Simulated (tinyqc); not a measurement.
Inside a calculation. Method: UHF in the sto-6g basis, for OH+, spin multiplicity 3. One step of it, computed by the program tinyqc.

Problem. Iteration 1: building the Fock matrix. J_ij = sum D_kl (ij|kl) with D = D(alpha) + D(beta), K_ij = sum D_kl (ik|jl) for each spin; F = H + J - K(s); E = tr D H + tr D J / 2 - 0.5 sum_s tr D(s) K(s) + E_nn.

D(alpha) at the start:
```
            1O 1s      1O 2s    1O 2px    1O 2py     1O 2pz      2H 1s
1O 1s    1.056759  -0.245886  0.000000  0.000000  -0.001763   0.010564
1O 2s   -0.245886   1.065049  0.000000  0.000000   0.009210  -0.043406
1O 2px   0.000000   0.000000  1.000000  0.000000   0.000000   0.000000
1O 2py   0.000000   0.000000  0.000000  1.000000   0.000000   0.000000
1O 2pz  -0.001763   0.009210  0.000000  0.000000   1.009720  -0.051897
2H 1s    0.010564  -0.043406  0.000000  0.000000  -0.051897   0.004398
```

D(beta) at the start:
```
            1O 1s      1O 2s    1O 2px    1O 2py     1O 2pz      2H 1s
1O 1s    1.056759  -0.245886  0.000000  0.000000  -0.001763   0.010564
1O 2s   -0.245886   1.065049  0.000000  0.000000   0.009210  -0.043406
1O 2px   0.000000   0.000000  0.000000  0.000000   0.000000   0.000000
1O 2py   0.000000   0.000000  0.000000  0.000000   0.000000   0.000000
1O 2pz  -0.001763   0.009210  0.000000  0.000000   1.009720  -0.051897
2H 1s    0.010564  -0.043406  0.000000  0.000000  -0.051897   0.004398
```

core Hamiltonian H = T + V (hartree):
```
             1O 1s      1O 2s     1O 2px     1O 2py     1O 2pz      2H 1s
1O 1s   -32.224453  -7.115109   0.000000   0.000000  -0.004624  -0.241797
1O 2s    -7.115109  -8.451044   0.000000   0.000000  -0.055173  -0.708087
1O 2px    0.000000   0.000000  -6.754491   0.000000   0.000000   0.000000
1O 2py    0.000000   0.000000   0.000000  -6.754491   0.000000   0.000000
1O 2pz   -0.004624  -0.055173   0.000000   0.000000  -6.776882  -0.610120
2H 1s    -0.241797  -0.708087   0.000000   0.000000  -0.610120  -2.815117
```

Two-electron integrals (ij|kl) in chemists' order, unique and non-zero (hartree):
```
(11|11) 4.787491   (21|11) 0.675884   (21|21) 0.121505   (22|11) 1.117379
(22|21) 0.249212   (22|22) 0.817383   (31|31) 0.025762   (32|31) 0.039145
(32|32) 0.180664   (33|11) 1.117381   (33|21) 0.249212   (33|22) 0.817382
(33|33) 0.880663   (41|41) 0.025762   (42|41) 0.039145   (42|42) 0.180664
(43|43) 0.047461   (44|11) 1.117381   (44|21) 0.249212   (44|22) 0.817382
(44|33) 0.785741   (44|44) 0.880663   (51|51) 0.025762   (52|51) 0.039145
(52|52) 0.180664   (53|53) 0.047461   (54|54) 0.047461   (55|11) 1.117381
(55|21) 0.249212   (55|22) 0.817382   (55|33) 0.785741   (55|44) 0.785741
(55|55) 0.880663   (61|11) 0.024140   (61|21) 0.004169   (61|22) 0.008398
(61|33) 0.008382   (61|44) 0.008382   (61|51) 0.000206   (61|52) 0.000407
(61|55) 0.008431   (61|61) 0.000146   (62|11) 0.078791   (62|21) 0.017918
(62|22) 0.067803   (62|33) 0.066636   (62|44) 0.066636   (62|51) 0.001421
(62|52) 0.011710   (62|55) 0.070137   (62|61) 0.000621   (62|62) 0.008124
(63|31) 0.001698   (63|32) 0.010433   (63|53) 0.002268   (63|63) 0.000966
(64|41) 0.001698   (64|42) 0.010433   (64|54) 0.002268   (64|64) 0.000966
(65|11) 0.067013   (65|21) 0.015413   (65|22) 0.061895   (65|33) 0.059498
(65|44) 0.059498   (65|51) 0.002668   (65|52) 0.019666   (65|55) 0.066689
(65|61) 0.000551   (65|62) 0.008974   (65|65) 0.010701   (66|11) 0.292995
(66|21) 0.067714   (66|22) 0.292203   (66|33) 0.285327   (66|44) 0.285327
(66|51) 0.004572   (66|52) 0.053693   (66|55) 0.305955   (66|61) 0.002343
(66|62) 0.051534   (66|65) 0.063989   (66|66) 0.774999
```

nuclear repulsion = 2.34668386 hartree

Give: Coulomb J; exchange K(alpha); exchange K(beta); F(alpha); F(beta); total energy of this density.

Solution.

Coulomb J (hartree):
```
          1O 1s   1O 2s  1O 2px  1O 2py  1O 2pz   2H 1s
1O 1s   16.3011  2.8360  0.0000  0.0000  0.0005  0.0984
1O 2s    2.8360  7.1213  0.0000  0.0000  0.0008  0.5659
1O 2px   0.0000  0.0000  7.0897  0.0000  0.0000  0.0000
1O 2py   0.0000  0.0000  0.0000  7.0897  0.0000  0.0000
1O 2pz   0.0005  0.0008  0.0000  0.0000  7.1845  0.5095
2H 1s    0.0984  0.5659  0.0000  0.0000  0.5095  2.3502
```

exchange K(alpha) (hartree):
```
         1O 1s   1O 2s  1O 2px  1O 2py  1O 2pz   2H 1s
1O 1s   4.9339  0.7925  0.0000  0.0000  0.0001  0.0302
1O 2s   0.7925  1.4135  0.0000  0.0000  0.0010  0.0962
1O 2px  0.0000  0.0000  1.1753  0.0000  0.0000  0.0000
1O 2py  0.0000  0.0000  0.0000  1.1753  0.0000  0.0000
1O 2pz  0.0001  0.0010  0.0000  0.0000  1.1760  0.0661
2H 1s   0.0302  0.0962  0.0000  0.0000  0.0661  0.0137
```

exchange K(beta) (hartree):
```
         1O 1s   1O 2s  1O 2px  1O 2py  1O 2pz   2H 1s
1O 1s   4.8824  0.7142  0.0000  0.0000  0.0001  0.0268
1O 2s   0.7142  1.0521  0.0000  0.0000  0.0010  0.0753
1O 2px  0.0000  0.0000  0.2472  0.0000  0.0000  0.0000
1O 2py  0.0000  0.0000  0.0000  0.2472  0.0000  0.0000
1O 2pz  0.0001  0.0010  0.0000  0.0000  1.0811  0.0616
2H 1s   0.0268  0.0753  0.0000  0.0000  0.0616  0.0118
```

F(alpha) (hartree):
```
           1O 1s    1O 2s   1O 2px   1O 2py   1O 2pz    2H 1s
1O 1s   -20.8573  -5.0716   0.0000   0.0000  -0.0042  -0.1736
1O 2s    -5.0716  -2.7432   0.0000   0.0000  -0.0555  -0.2384
1O 2px    0.0000   0.0000  -0.8401   0.0000   0.0000   0.0000
1O 2py    0.0000   0.0000   0.0000  -0.8401   0.0000   0.0000
1O 2pz   -0.0042  -0.0555   0.0000   0.0000  -0.7683  -0.1667
2H 1s    -0.1736  -0.2384   0.0000   0.0000  -0.1667  -0.4786
```

F(beta) (hartree):
```
           1O 1s    1O 2s  1O 2px  1O 2py   1O 2pz    2H 1s
1O 1s   -20.8058  -4.9933  0.0000  0.0000  -0.0042  -0.1702
1O 2s    -4.9933  -2.3819  0.0000  0.0000  -0.0555  -0.2175
1O 2px    0.0000   0.0000  0.0880  0.0000   0.0000   0.0000
1O 2py    0.0000   0.0000  0.0000  0.0880   0.0000   0.0000
1O 2pz   -0.0042  -0.0555  0.0000  0.0000  -0.6734  -0.1622
2H 1s    -0.1702  -0.2175  0.0000  0.0000  -0.1622  -0.4767
```

total energy of this density = -74.505661 hartree

This density is the starting one.
